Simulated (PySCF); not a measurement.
**State search for SiC⁺**

Unrestricted PBE0; basis Si def2-SVP, C def2-SVP; no relativity; PySCF 2.14. Outer shells of the fragments: Si+ 3s2 3p1; C 2s2 2p2.

Followed along the bond (rough minima from three points):

```
2Ms+1   unpaired  ⟨S²⟩ at the start  R at minimum (Å)  Te (eV)
    4  σ ↑, π ↑↑               3.75              1.83     0.00
    2  σ ↓, π ↑↑               1.78              1.83     0.66
    2  σ ↑, π ↑↓               1.76              1.84     0.68
    2        σ ↑               0.82              1.86     1.69
    2        π ↑               0.75  none in the scan   ≤ 1.64
```

Solutions found at the starting distance of 1.925 Å, counted from the lowest of them; the search is not exhaustive and high or unbound solutions are not listed, so other states can lie among these:

```json
{"2Ms+1": "4", "unpaired": "σ ↑, π ↑↑", "term": "⁴Σ⁻", "E (eV)": "0.00", "⟨S²⟩": "3.75", "⟨Lz²⟩": "0.00", "μ (D)": "-1.45"}
{"2Ms+1": "2", "unpaired": "σ ↓, π ↑↑", "term": "mixed", "E (eV)": "0.65", "⟨S²⟩": "1.78", "⟨Lz²⟩": "0.00", "μ (D)": "-1.76"}
{"2Ms+1": "2", "unpaired": "σ ↑, π ↑↓", "term": "mixed", "E (eV)": "0.66", "⟨S²⟩": "1.76", "⟨Lz²⟩": "2.01", "μ (D)": "-1.51"}
{"2Ms+1": "2", "unpaired": "π ↑", "term": "²Π", "E (eV)": "1.56", "⟨S²⟩": "0.75", "⟨Lz²⟩": "1.00", "μ (D)": "-1.63"}
{"2Ms+1": "2", "unpaired": "σ ↑", "term": "mixed", "E (eV)": "1.62", "⟨S²⟩": "0.82", "⟨Lz²⟩": "2.00", "μ (D)": "-1.13"}
{"2Ms+1": "2", "unpaired": "π ↑", "term": "mixed", "E (eV)": "2.03", "⟨S²⟩": "1.33", "⟨Lz²⟩": "1.01", "μ (D)": "-1.72"}
```

A term symbol is given only where ⟨S²⟩ and ⟨Lz²⟩ are close to those of a pure state; real π, δ and φ orbitals otherwise mix terms. A positive dipole points towards C; it is taken about the centre of mass and depends on that origin.
